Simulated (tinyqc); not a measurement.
FCI on RHF in the sto-3g basis, frozen core, for HF, spin multiplicity 1, step by step. One step of it, computed by the program tinyqc.

Task: Iteration 1: building the Fock matrix. J_ij = sum D_kl (ij|kl), K_ij = sum D_kl (ik|jl); F = H + J - 0.5 K; E = tr D H + tr D J / 2 - 0.25 tr D K + E_nn.

D at the start:
```
            1F 1s      1F 2s    1F 2px    1F 2py     1F 2pz      2H 1s
1F 1s    2.130695  -0.578486  0.000000  0.000000  -0.056521   0.109335
1F 2s   -0.578486   2.558645  0.000000  0.000000   0.360911  -0.490570
1F 2px   0.000000   0.000000  2.000000  0.000000   0.000000   0.000000
1F 2py   0.000000   0.000000  0.000000  2.000000   0.000000   0.000000
1F 2pz  -0.056521   0.360911  0.000000  0.000000   2.286911  -0.465993
2H 1s    0.109335  -0.490570  0.000000  0.000000  -0.465993   0.164476
```

core Hamiltonian H = T + V (hartree):
```
             1F 1s       1F 2s     1F 2px     1F 2py     1F 2pz      2H 1s
1F 1s   -40.685649   -9.546893   0.000000   0.000000  -0.019734  -2.622342
1F 2s    -9.546893  -11.151960   0.000000   0.000000  -0.225362  -5.002336
1F 2px    0.000000    0.000000  -8.796232   0.000000   0.000000   0.000000
1F 2py    0.000000    0.000000   0.000000  -8.796232   0.000000   0.000000
1F 2pz   -0.019734   -0.225362   0.000000   0.000000  -8.955151  -3.040896
2H 1s    -2.622342   -5.002336   0.000000   0.000000  -3.040896  -6.013975
```

Two-electron integrals (ij|kl) in chemists' order, unique and non-zero (hartree):
```
(11|11) 5.403501   (21|11) 0.841920   (21|21) 0.156299   (22|11) 1.268028
(22|21) 0.292344   (22|22) 0.926167   (31|31) 0.027998   (32|31) 0.043169
(32|32) 0.204588   (33|11) 1.264502   (33|21) 0.292403   (33|22) 0.925959
(33|33) 0.997514   (41|41) 0.027998   (42|41) 0.043169   (42|42) 0.204588
(43|43) 0.053770   (44|11) 1.264502   (44|21) 0.292403   (44|22) 0.925959
(44|33) 0.889973   (44|44) 0.997514   (51|51) 0.027998   (52|51) 0.043169
(52|52) 0.204588   (53|53) 0.053770   (54|54) 0.053770   (55|11) 1.264502
(55|21) 0.292403   (55|22) 0.925959   (55|33) 0.889973   (55|44) 0.889973
(55|55) 0.997514   (61|11) 0.234159   (61|21) 0.043031   (61|22) 0.079735
(61|33) 0.079623   (61|44) 0.079623   (61|51) 0.001693   (61|52) 0.003153
(61|55) 0.079968   (61|61) 0.011961   (62|11) 0.519538   (62|21) 0.121074
(62|22) 0.419586   (62|33) 0.414024   (62|44) 0.414024   (62|51) 0.008008
(62|52) 0.059184   (62|55) 0.430328   (62|61) 0.033655   (62|62) 0.222191
(63|31) 0.013540   (63|32) 0.076912   (63|53) 0.012814   (63|63) 0.035270
(64|41) 0.013540   (64|42) 0.076912   (64|54) 0.012814   (64|64) 0.035270
(65|11) 0.319443   (65|21) 0.075505   (65|22) 0.280476   (65|33) 0.267958
(65|44) 0.267958   (65|51) 0.018051   (65|52) 0.115644   (65|55) 0.305209
(65|61) 0.021992   (65|62) 0.182004   (65|65) 0.183803   (66|11) 0.615136
(66|21) 0.145657   (66|22) 0.574788   (66|33) 0.554599   (66|44) 0.554599
(66|51) 0.013857   (66|52) 0.137016   (66|55) 0.614509   (66|61) 0.040857
(66|62) 0.364858   (66|65) 0.347380   (66|66) 0.774606
```

nuclear repulsion = 5.94581136 hartree

Give: Coulomb J; exchange K; Fock matrix F; total energy of this density.

Result:

Coulomb J (hartree):
```
          1F 1s   1F 2s  1F 2px  1F 2py  1F 2pz   2H 1s
1F 1s   21.0783  4.0436  0.0000  0.0000  0.0060  1.1124
1F 2s    4.0436  9.9936  0.0000  0.0000  0.0002  4.4022
1F 2px   0.0000  0.0000  9.9881  0.0000  0.0000  0.0000
1F 2py   0.0000  0.0000  0.0000  9.9881  0.0000  0.0000
1F 2pz   0.0060  0.0002  0.0000  0.0000  9.9782  2.8742
2H 1s    1.1124  4.4022  0.0000  0.0000  2.8742  5.7885
```

exchange K (hartree):
```
          1F 1s   1F 2s  1F 2px  1F 2py  1F 2pz   2H 1s
1F 1s   11.1244  1.9527  0.0000  0.0000  0.0025  0.5613
1F 2s    1.9527  3.2469  0.0000  0.0000  0.0071  1.2793
1F 2px   0.0000  0.0000  2.6801  0.0000  0.0000  0.0000
1F 2py   0.0000  0.0000  0.0000  2.6801  0.0000  0.0000
1F 2pz   0.0025  0.0071  0.0000  0.0000  2.6657  0.6219
2H 1s    0.5613  1.2793  0.0000  0.0000  0.6219  0.7000
```

Fock matrix F (hartree):
```
           1F 1s    1F 2s   1F 2px   1F 2py   1F 2pz    2H 1s
1F 1s   -25.1696  -6.4797   0.0000   0.0000  -0.0150  -1.7906
1F 2s    -6.4797  -2.7818   0.0000   0.0000  -0.2287  -1.2398
1F 2px    0.0000   0.0000  -0.1482   0.0000   0.0000   0.0000
1F 2py    0.0000   0.0000   0.0000  -0.1482   0.0000   0.0000
1F 2pz   -0.0150  -0.2287   0.0000   0.0000  -0.3098  -0.4776
2H 1s    -1.7906  -1.2398   0.0000   0.0000  -0.4776  -0.5755
```

total energy of this density = -97.734960 hartree
